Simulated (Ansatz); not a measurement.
Z-matrix (Å, degrees):
```
B
Cl 1 1.7380
Cl 1 1.7380 2 120.00
Cl 1 1.7380 2 120.00 3 -179.95
```
Charge 0, multiplicity 1.

Computed with Ansatz (a quantum-chemistry and plane-wave program) with frozen-core CCSD(T)/def2-TZVPP // CAM-B3LYP-D3(BJ)/def2-TZVP.

```json
{
 "HF energy": "-1403.35251 Ha",
 "MP2 correlation energy": "-0.66116 Ha"
}
```

Estimate the CCSD correlation energy, the (T) correction, the total energy and the T1 diagnostic.


| Property | Result |
|---|---|
| CCSD correlation energy | -0.70565 Ha |
| (T) correction | -0.03262 Ha |
| CCSD(T) total energy | -1404.09079 Ha |
| T1 diagnostic | 0.011 |
